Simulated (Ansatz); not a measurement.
```yaml
crystal:
  periodic: [false, false, false]
  atoms:
    - {symbol: P, position_ang: [-1.472065, 0.281481, -0.003452]}
    - {symbol: As, position_ang: [0.594392, -0.134058, 0.001463]}
    - {symbol: H, position_ang: [1.054256, 1.314861, -0.002652]}
basis:
  gaussian: {orbitals: def2-TZVP}
magnetization: {spin_polarized: true, initial_magnetization: 1}
hamiltonian: {xc: pbe0}
relax: {f_tol: 0.004, max_steps: 80}
```

```sh
$ ansatz run in.yaml --threads 1 --pin off --events-out ev --progress --plain --max-ram 2176MiB
```

Steps of the relaxation (energy above the last step; positions in Å, forces in eV/Å):

```
3
step 1, 2.8 meV
P    -1.472    0.281   -0.003   -0.009    0.030    0.000
As    0.594   -0.134    0.001   -0.038   -0.306    0.001
H     1.054    1.315   -0.003    0.047    0.276   -0.001
```

```
3
step 2, 0.1 meV
P    -1.465    0.289   -0.003   -0.017   -0.001    0.000
As    0.598   -0.147    0.002   -0.004   -0.049    0.000
H     1.043    1.320   -0.003    0.021    0.050    0.000
```

```
3
step 3, 0.0 meV
P    -1.467    0.287   -0.003    0.009   -0.001    0.000
As    0.597   -0.147    0.002   -0.008    0.002    0.000
H     1.046    1.322   -0.003   -0.002   -0.001    0.000
```

```
3
step 4, 0.0 meV
P    -1.467    0.288   -0.003    0.001    0.000    0.000
As    0.597   -0.147    0.002   -0.001    0.000    0.000
H     1.046    1.322   -0.003    0.000    0.000    0.000
```

Close pairs at the end: As2–H3 1.537 Å, P1–As2 2.110 Å.

A stationary point of unrestricted PBE0 after 4 steps, with ⟨S²⟩ = 0.795 against 0.75 for a pure state; no frequencies were run, so it isn't proven a minimum. 16 s on 1 thread of Intel Xeon 6975P-C, shared host.
